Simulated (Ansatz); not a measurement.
Saddle point of CH₅Al, closed shell (CH₅Al ([CH3][AlH2]) → CH₃Al ([CH2][AlH]) + H₂; bonds formed: H2–H4; bonds broken: Al1–H2, C3–H4), PBE0-D4/def2-TZVP structure:

| atom | x (Å) | y (Å) | z (Å) |
| --- | --- | --- | --- |
| Al1 | -0.7874 | 0.3097 | -0.5455 |
| H2 | -1.1590 | -0.6513 | 0.9112 |
| C3 | 0.9670 | -0.1233 | -0.2155 |
| H4 | -0.2958 | -0.3116 | 1.0087 |
| H5 | -1.7793 | 1.5267 | -0.7064 |
| H6 | 1.1846 | -1.1549 | 0.0668 |
| H7 | 1.8701 | 0.4047 | -0.5193 |

Energies are electronic, without zero-point energy. Barriers and step energies count from the start structure reached by relaxing down the imaginary mode; all methods use the PBE0-D4 structures, on which another method's saddle can fall below an end. Program: Ansatz 0.2.0. Basis: def2-TZVPP, with def2-QZVPP for the basis limit. Cores are frozen in the correlated methods. B3LYP uses VWN-RPA correlation. Extrapolation: Hartree–Fock as exp(−7.88 √X), correlation as X^−2.97.

```json
{"method": "SPW92", "barrier (kJ/mol)": "253.4", "step energy (kJ/mol)": "252.4"}
{"method": "PBE-D4", "barrier (kJ/mol)": "?", "step energy (kJ/mol)": "251.2"}
{"method": "BLYP-D4", "barrier (kJ/mol)": "273.9", "step energy (kJ/mol)": "248.6"}
{"method": "r2SCAN-D4", "barrier (kJ/mol)": "283.9", "step energy (kJ/mol)": "266.6"}
{"method": "B97M-V", "barrier (kJ/mol)": "299.8", "step energy (kJ/mol)": "283.1"}
{"method": "PBE0-D4", "barrier (kJ/mol)": "295.2", "step energy (kJ/mol)": "274.4"}
{"method": "B3LYP-D4", "barrier (kJ/mol)": "?", "step energy (kJ/mol)": "268.5"}
{"method": "r2SCAN0-D4", "barrier (kJ/mol)": "?", "step energy (kJ/mol)": "281.9"}
{"method": "BHLYP-D4", "barrier (kJ/mol)": "327.9", "step energy (kJ/mol)": "293.3"}
{"method": "CAM-B3LYP-D4", "barrier (kJ/mol)": "313.7", "step energy (kJ/mol)": "284.4"}
{"method": "wB97X-V", "barrier (kJ/mol)": "322.5", "step energy (kJ/mol)": "290.9"}
{"method": "wB97M-V", "barrier (kJ/mol)": "309.3", "step energy (kJ/mol)": "277.7"}
{"method": "B2PLYP", "barrier (kJ/mol)": "300.9", "step energy (kJ/mol)": "271.6"}
{"method": "PBE-QIDH", "barrier (kJ/mol)": "311.9", "step energy (kJ/mol)": "285.6"}
{"method": "RPA on PBE", "barrier (kJ/mol)": "297.8", "step energy (kJ/mol)": "269.0"}
{"method": "HF", "barrier (kJ/mol)": "377.7", "step energy (kJ/mol)": "322.4"}
{"method": "MP2", "barrier (kJ/mol)": "304.2", "step energy (kJ/mol)": "273.7"}
{"method": "CCSD", "barrier (kJ/mol)": "317.1", "step energy (kJ/mol)": "282.7"}
{"method": "CCSD(T)", "barrier (kJ/mol)": "301.6", "step energy (kJ/mol)": "271.3"}
```

Fill in the withheld barriers. (Judge from chemistry; the value comes from the calculation.)

The calculation gives: B3LYP-D4 296.2; r2SCAN0-D4 304.1; PBE-D4 267.3 kJ/mol. Each is the energy of the saddle less that of the start structure, by the same method.

For comparison, the barrier by CCSD(T) at an estimated basis limit (MP2 extrapolated from triple and quadruple zeta, plus CCSD(T) − MP2 in triple zeta) is 298.7 kJ/mol.

T1 diagnostic: at most 0.018. The restricted Hartree–Fock reference is unstable towards an unrestricted one at one or more of these structures.

Labels in which every atom is bracketed show which atoms are joined, not bond orders.

For scale, one of the runs: CCSD(T)/def2-TZVPP, 143 basis functions, launched by `ansatz run in.yaml --threads 2 --pin off --events-out ev --progress --plain --max-ram 4352MiB`. Time: 7 s of wall clock on 2 CPU threads of an Arm Neoverse V1; the host was shared. Peak host memory: 0.78 GiB.
